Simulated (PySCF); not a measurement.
S2: a base run and its variants

Base input, run as `OMP_NUM_THREADS=1 python input.py` with PySCF 2.14:

```python
from pyscf import gto, dft

mol = gto.M(
    atom='S 0 0 0; S 0 0 1.773',
    basis='6-31g',
    charge=0,
    spin=2,
    verbose=4,
)
mf = dft.UKS(mol, xc='mn15l')
mf.kernel()
mf.analyze()
print('orbital energies (hartree):', [e[max(0, n-3):n+3].round(4) for e, n in zip(mf.mo_energy, mol.nelec)])
```

Base result: E(SCF) = -796.085922 Eh, 6 cycles, ⟨S²⟩ = 2.004, μz(SCF) = 0.00 D. The bond length is a typed value, not an optimised one. No search for the lowest solution was made.

Hardware: Intel Xeon Platinum 8259CL @ 2.50GHz, 1 thread, shared host. Wall time 2.7 s, peak memory 0.17 GiB.

Each row names what differs from the base; energies in brackets are changes from the base.

```tsv
change	result	wall time (s)
charge: 0 → 2 [another spin of the ion may lie lower]	E(SCF) = -794.951417 Eh (+30.8714 eV), 7 cycles, ⟨S²⟩ = 2.002	2.9
convergence threshold: default → 0.001 [unsound on purpose]	E(SCF) = -796.085918 Eh (+0.0001 eV), 3 cycles, ⟨S²⟩ = 2.004, μz(SCF) = 0.00 D	2.1
charge: 0 → 1; spin (2S): 2 → 1 [another spin of the ion may lie lower]	E(SCF) = -795.730354 Eh (+9.6755 eV), 6 cycles, ⟨S²⟩ = 0.751	2.6
functional: mn15l → hf,lyp	E(SCF) = -796.216425 Eh, 8 cycles, ⟨S²⟩ = 2.015, μz(SCF) = 0.00 D	2.2
basis set: 6-31g → pcseg-1	E(SCF) = -796.206090 Eh (-3.2699 eV), 7 cycles, ⟨S²⟩ = 2.005, μz(SCF) = 0.00 D	3.7
step after the SCF: analyze → eomip; SCF type: UKS → UHF; functional: mn15l → none (Hartree–Fock); frozen orbitals: default → 10; number of roots: default → 5	E(SCF) = -794.906820 Eh, 8 cycles, E(CCSD) − E(SCF) = -0.10014 Eh, ⟨S²⟩ = 2.017, μz(SCF) = 0.00 D, ionisation roots 8.652, 8.652, 12.064, 12.064, 12.553 eV	1.2
geometry: bond 1.773 → bond 1.72	E(SCF) = -796.058229 Eh (+0.7536 eV), 6 cycles, ⟨S²⟩ = 2.004, μz(SCF) = 0.00 D	2.7
density fitting: none → def2-universal-jkfit	E(SCF) = -796.085945 Eh (-0.0006 eV), 6 cycles, ⟨S²⟩ = 2.004, μz(SCF) = 0.00 D	2.8
PCM solvent, dielectric constant: none → 20.5	E(SCF) = -796.087182 Eh (-0.0343 eV), 6 cycles, ⟨S²⟩ = 2.004, μz(SCF) = 0.00 D	3.7
geometry: bond 1.773 → bond 5.319 [spin-contaminated]	not converged: SCF after 21 cycles (it failed the final check cycle)	5.4
step after the SCF: analyze → mp2; SCF type: UKS → UHF; functional: mn15l → none (Hartree–Fock); frozen orbitals: default → 0	E(SCF) = -794.906820 Eh, 8 cycles, E(MP2) − E(SCF) = -0.09624 Eh, ⟨S²⟩ = 2.017, μz(SCF) = 0.00 D	1
step after the SCF: analyze → gradient	E(SCF) = -796.085922 Eh (+0.0000 eV), 6 cycles, ⟨S²⟩ = 2.004, μz(SCF) = 0.00 D, gradient on the second atom -0.2354 Eh/bohr	3.8
basis set: 6-31g → crenbl; core potential: off → on	E(SCF) = -20.130871 Eh, 7 cycles, ⟨S²⟩ = 2.003, μz(SCF) = 0.00 D	2.8
PCM solvent, dielectric constant: none → 78.36	E(SCF) = -796.087231 Eh (-0.0356 eV), 6 cycles, ⟨S²⟩ = 2.004, μz(SCF) = 0.00 D	4.3
PCM solvent, dielectric constant: none → 2.27	E(SCF) = -796.086654 Eh (-0.0199 eV), 6 cycles, ⟨S²⟩ = 2.004, μz(SCF) = 0.00 D	3.7
spin (2S): 2 → 3 [unsound on purpose]	stops with RuntimeError (Electron number 32 and spin 3 are not consistent)	0.7
functional: mn15l → revtpss	E(SCF) = -795.978335 Eh, 7 cycles, ⟨S²⟩ = 2.002, μz(SCF) = 0.00 D	3.1
basis set: 6-31g → sbkjc; core potential: off → on	E(SCF) = -20.064463 Eh, 7 cycles, ⟨S²⟩ = 2.003, μz(SCF) = 0.00 D	2.1
Cartesian functions: off → on	E(SCF) = -796.085922 Eh (+0.0000 eV), 6 cycles, ⟨S²⟩ = 2.004, μz(SCF) = 0.00 D	2.6
```

Q: Order these changes by how far they move the SCF energy from the base, largest first: (1) PCM solvent, dielectric constant: none → 2.27; (2) PCM solvent, dielectric constant: none → 20.5; (3) PCM solvent, dielectric constant: none → 78.36; (4) geometry: bond 1.773 → bond 1.72.

A: (4) +0.7536 eV, (3) -0.0356 eV, (2) -0.0343 eV, (1) -0.0199 eV.
